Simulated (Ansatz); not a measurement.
# C3H6FN (SMILES [H]/N=C(/C)CF): SVWN5/cc-pVDZ

What is the vertical ionisation energy of C3H6FN at SVWN5/cc-pVDZ? 

The calculation is run with Ansatz 0.2.0.

37 further runs of the same task are left out: 37 set aside as unsound or not needed. Runs told in other sessions of the task aren't counted.

## (1) The molecule

C3H6FN: 11 atoms, total charge 0, spin state singlet. As SMILES, `[H]/N=C(/C)CF`. The coordinates come from a PBE0-D4/def2-TZVP relaxation. This is one conformer, not always the lowest.

Bond lengths: C1–C2 1.495 Å, C2–N3 1.263 Å, C2–C4 1.506 Å, C4–F5 1.374 Å, C1–H6 1.088 Å, C1–H7 1.094 Å, C1–H8 1.094 Å, N3–H9 1.021 Å, C4–H10 1.096 Å, C4–H11 1.096 Å. Some angles: C1–C2–N3 121.1°, C1–C2–C4 114.9°, N3–C2–C4 124.0°, C2–C4–F5 111.5°, C2–C1–H6 109.5°, C2–C1–H7 110.9°, C2–C1–H8 110.9°, C2–N3–H9 110.1°, C2–C4–H10 110.1°, C2–C4–H11 110.1°.

## (2) A single-point energy at SVWN5/cc-pVDZ

File run.yaml:

```yaml
crystal:
  periodic: [false, false, false]
  atoms:
    - {symbol: C, position_ang: [-0.851800, -0.106700, 1.125200]}
    - {symbol: C, position_ang: [0.034900, 0.427900, 0.047300]}
    - {symbol: "N", position_ang: [0.281100, 1.663300, -0.042300]}
    - {symbol: C, position_ang: [0.588800, -0.610700, -0.891500]}
    - {symbol: F, position_ang: [1.391000, -0.044000, -1.852300]}
    - {symbol: H, position_ang: [-1.197600, 0.713600, 1.751300]}
    - {symbol: H, position_ang: [-0.318300, -0.833200, 1.745700]}
    - {symbol: H, position_ang: [-1.717000, -0.623300, 0.698700]}
    - {symbol: H, position_ang: [0.901000, 1.841000, -0.834400]}
    - {symbol: H, position_ang: [-0.229100, -1.140600, -1.392700]}
    - {symbol: H, position_ang: [1.182500, -1.344300, -0.334400]}
basis:
  gaussian:
    orbitals: cc-pVDZ
magnetization:
  spin_polarized: false
hamiltonian:
  xc: {name: SVWN5}
accuracy: high
output: {orbitals: {seedname: orbitals}}
```

On the command line:

```bash
$ ansatz run run.yaml --threads 1 --pin off --max-ram 2610MiB --events-out events.jsonl --progress --plain --runs-dir runs
```

Log:

```text
Warning: RAYON_NUM_THREADS=1 ignored (pool sized by the plan → 1); use --threads N
Functional definition: SVWN5
  name "SVWN5"
  exchange = slater_x
  correlation = vwn5_c
2422 factors; integrals over basis functions are off by at most 3.3e-9 eV
mean field evaluation 1: about -7345.7933 eV, gradient 6.5e1 eV
mean field evaluation 2: about -7330.9343 eV, gradient 9.8e1 eV
mean field evaluation 4: about -7355.7364 eV, gradient 7.5e0 eV
mean field evaluation 8: about -7355.8601 eV, gradient 8.2e-1 eV
mean field evaluation 16: about -7355.8613 eV, gradient 1.4e-4 eV
mean field -7355.86134674 eV, -270.3229185107 hartree, gradient 3.2e-8 eV, S^2 0.000000; 0 other end points of the search recorded, 0 dependent functions left out
reference -7355.86134982 eV, -270.3229186240 hartree; 20, 20 occupied and 80, 80 virtual orbitals, 2422 factors
Total energy: -7355.86134982 eV, -270.3229186240 hartree
```

Run time: 6.3 s. Hardware: 1 thread of Arm Neoverse V2, shared host; peak memory 0.28 GiB.

## (3) The doublet cation at the same level

Changes to run.yaml since step 2:

```diff
@@ -15,8 +15,6 @@
 basis:
-  gaussian:
-    orbitals: cc-pVDZ
-magnetization:
-  spin_polarized: false
-hamiltonian:
-  xc: {name: SVWN5}
+  gaussian: {orbitals: cc-pVDZ}
+total_charge: 1
+magnetization: {spin_polarized: true, initial_magnetization: 1}
+hamiltonian: {xc: {name: SVWN5}}
 accuracy: high
```

On the command line:

```bash
$ ansatz run run.yaml --threads 1 --pin off --max-ram 2610MiB --events-out events.jsonl --progress --plain --runs-dir runs
```

Log:

```text
Warning: RAYON_NUM_THREADS=1 ignored (pool sized by the plan → 1); use --threads N
Functional definition: SVWN5
  name "SVWN5"
  exchange = slater_x
  correlation = vwn5_c
2420 factors; integrals over basis functions are off by at most 3.3e-9 eV
mean field evaluation 1: about -7334.0712 eV, gradient 5.1e1 eV
mean field evaluation 2: about -7321.6000 eV, gradient 7.2e1 eV
mean field evaluation 4: about -7345.9056 eV, gradient 7.5e0 eV
mean field evaluation 8: about -7346.1192 eV, gradient 5.8e-1 eV
mean field evaluation 16: about -7346.1210 eV, gradient 2.2e-4 eV
mean field evaluation 32: about -7346.0841 eV, gradient 2.1e0 eV
mean field -7346.12095100 eV, -269.9649655698 hartree, gradient 5.7e-8 eV, S^2 0.753469; 5 other end points of the search recorded, 0 dependent functions left out
reference -7346.12095390 eV, -269.9649656762 hartree; 20, 19 occupied and 80, 81 virtual orbitals, 2420 factors
Total energy: -7346.12095390 eV, -269.9649656762 hartree
```

It took 9.9 s on 1 thread of Arm Neoverse V2, shared host; peak memory 0.34 GiB.

## (4) What came out

Level: SVWN5/cc-pVDZ.

```
                                          quantity          value
                      singlet C3H6FN: total energy  -270.32292 Eh
                       singlet C3H6FN: HOMO energy       -5.88 eV
                       singlet C3H6FN: LUMO energy       -1.01 eV
                     singlet C3H6FN: HOMO–LUMO gap        4.87 eV
                      doublet cation: total energy  -269.96497 Eh
doublet cation: HOMO energy (highest over α and β)      -14.05 eV
 doublet cation: LUMO energy (lowest over α and β)      -13.45 eV
                              doublet cation: ⟨S²⟩          0.753
vertical ionisation energy (to the doublet cation)       9.740 eV
```

Removing an electron at fixed nuclei costs 9.74 eV (225 kcal/mol). −ε(HOMO) before ionisation, 5.88 eV, is 3.86 eV below this ionisation energy.
